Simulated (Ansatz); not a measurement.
## Ansatz (development build ahead of 0.2.0) run

```yaml
crystal:
  periodic: [false, false, false]
  atoms:
    - { symbol: B, position_ang: [0.0, 0.0, 0.0] }
    - { symbol: "N", position_ang: [0.0, 0.0, 1.89] }
basis:
  gaussian: { orbitals: def2-SVP }
magnetization:
  spin_polarized: true
hamiltonian:
  xc: hf
correlation:
  method: mp2
  frozen_orbitals: { B: 1, "N": 1 }
output:
  forces: true
```

The input is written out in the form of the current development build from the run's settings.

Output:

- Converged: yes
- Reference energy: -78.82346 hartree
- Correlation energy: -0.14220 hartree
- Total energy: -78.96567 hartree
- Spin squared of the determinant: 1.324
- Stability test: minimum

Forces (eV/Å):
```json
{"atom": "B1", "Fx": "0.000", "Fy": "0.000", "Fz": "4.274"}
{"atom": "N2", "Fx": "0.000", "Fy": "0.000", "Fz": "-4.274"}
```

Caution: bonds are stretched, where a single reference can fail; the unrestricted determinant is a mixture of spin states.
